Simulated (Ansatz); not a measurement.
Basis-set extrapolation for `NC(N)S` (PBE0-D4/def2-TZVP geometry, frozen core, the Gaussian-basis code of Ansatz). Multiplicity 1, RHF reference.

|  | def2-TZVPP | def2-QZVPP |
| --- | --- | --- |
| HF | -547.853781 | -547.872590 |
| MP2 correlation | -0.784289 | -0.842195 |
| CCSD(T) correlation | -0.856973 | not run |

Energies in hartree. Use E(X) = E(∞) + A·exp(−7.88·√X) for Hartree–Fock and E(X) = E(∞) + B·X^(−2.97) for correlation, with X = 3 and 4, and add CCSD(T) minus MP2 of the smaller set to the MP2 limit.

Problem. What is the CCSD(T) energy at the basis-set limit?

Solution. HF limit: -547.872590 + (-0.018809) × 0.13774 = -547.87518. MP2 limit: -0.842195 + (-0.057906) × 0.74074 = -0.88509. Higher-order term: -0.856973 − (-0.784289) = -0.07268. Total: -548.83295 hartree, 3.33 eV below CCSD(T)/def2-TZVPP.
